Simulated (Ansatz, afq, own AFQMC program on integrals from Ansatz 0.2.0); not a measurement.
## Atomization energy of AlGaHF, singlet

```xyz
4

F     0.0000    0.2780    2.8734
Al    0.0000   -0.3368    1.3309
Ga    0.0000    0.0372   -1.2999
H     0.0000    1.2041    0.1341
```

Connectivity, by distances: F–Al–Ga, 1 bridging H.

Atoms in their ground-state spins without spin–orbit coupling (mostly on UHF) minus the molecule (RHF), without zero-point energy. The geometry is a stationary point, not shown to be a minimum.

Basis cc-pVDZ. Noble-gas cores (and the filled d shells of Ga–Kr and In–Xe) are frozen. Ansatz 0.2.0 and our own AFQMC program on the same integrals; the CISD trial comes from CCSD amplitudes, and released means the phaseless constraint is let go. ± is one standard error of the sampling. No spin–orbit coupling. The errors of all members are added in quadrature.

No full CI on the walks' own integrals is used here; CCSDT(Q) serves as the reference and is uncertain by about the last step of the cluster series. Each member takes its own surest rung, up to full CI.

Errors are counted within cc-pVDZ, not against nature.

Cautions: inner d shell frozen; no relativity below Rb; no spin-orbit coupling; other spins of the molecule weren't checked.

| level | atomization energy (kJ/mol) |
| --- | --- |
| MP2 | 907.1 |
| CCSD | 872.2 |

(1) From these cheaper values, estimate the atomization energy at the reference level in cc-pVDZ.

(1) 889.7 kJ/mol (CCSDT(Q) in cc-pVDZ).

```tsv
level	atomization energy (kJ/mol)	error against CCSDT(Q) (kJ/mol)
HF	649.9	-239.8
CCSD(T)	886.7	-3.0
ph-AFQMC/HF	906.5 ± 7.4	16.8 ± 7.4
ph-AFQMC/CISD	888.2 ± 1.5	-1.5 ± 1.5
released AFQMC	892.3 ± 2.8	2.6 ± 2.8
```

Correlation beyond CCSD(T) adds 3.0 kJ/mol. The perturbative (T) step is worth +14.5 kJ/mol.

A walk keeps the symmetry of its determinant, which the program's search chose and which needn't be the lowest solution, so a lower state of the same spin and another symmetry isn't excluded. Released energies are given only where the last usable release times agree within the noise; a slower fall can still hide under it.
